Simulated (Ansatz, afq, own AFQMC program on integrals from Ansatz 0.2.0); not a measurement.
## Atomization energy of HO$_{2}$, doublet, worked out

```tsv
atom	x (Å)	y (Å)	z (Å)
O	0.0000	-0.1015	0.6187
O	0.0000	0.0512	-0.6811
H	0.0000	0.7992	0.9917
```

Connectivity, by distances: OH–O.

Basis cc-pVDZ. Noble-gas cores (and the filled d shells of Ga–Kr and In–Xe) are frozen. Ansatz 0.2.0 and our own AFQMC program on the same integrals; the CISD trial comes from CCSD amplitudes, and released means the phaseless constraint is let go. Uncertainties: one standard error, sampling alone.

Total energies in eV. CBS is CCSD(T) at the limit of def2-TZVPP/QZVPP (extrapolated itself); the highest rung of each member is named.

Cautions: HO₂ (doublet): the released energies are still falling, so no released level is given (meV from the phaseless value at times in 1/Eh: -2 ± 16 at 0.24, -16 ± 17 at 0.51, -37 ± 22 at 0.99, -48 ± 25 at 1.62, -32 ± 34 at 2.40), though the last usable value meets CCSDT(Q) within the noise.

| member | count | CCSD(T)/cc-pVDZ | highest rung in cc-pVDZ | which | CCSD(T)/CBS |
| --- | --- | --- | --- | --- | --- |
| O (triplet) | +2 | -2038.4036 | -2038.4088 | FCI | -2040.9924 |
| H (doublet) | +1 | -13.5861 | -13.5861 | FCI | -13.6059 |
| HO₂, doublet | -1 | -4096.8891 | -4096.9397 | CCSDT(Q) | -4103.1547 |

Q: Work out the best estimate of the atomization energy: the CCSD(T)/CBS difference plus the step from CCSD(T) to the highest rung.

A: Sums with the counts: CCSD(T)/CBS 7.5640 eV, highest rung 6.5360 eV, CCSD(T)/cc-pVDZ 6.4958 eV. The step is 6.5360 − 6.4958 = 0.0402 eV, so the best estimate is 7.5640 + (0.0402) = 7.6042 eV = 175.4 kcal/mol. The basis set is worth 1.068 eV of it. Zero-point, core-correlation and spin–orbit terms aren't in it.

Best estimates are given only where the step beyond CCSD(T) is under 0.3 eV and no member's determinant is very poor (T1 over 0.05, or 0.07 for open shells, ⟨S²⟩ too high by 0.3, two states mixed), so the hardest cases are missing from such tables.

CCSDT and higher add their correlation energy to the determinant of the CCSD(T) run, since their own runs factorise the integrals more tightly (a shift of under 2 meV). Each member of a difference takes its own highest rung, so a best estimate needn't equal the limit plus the step of one row.
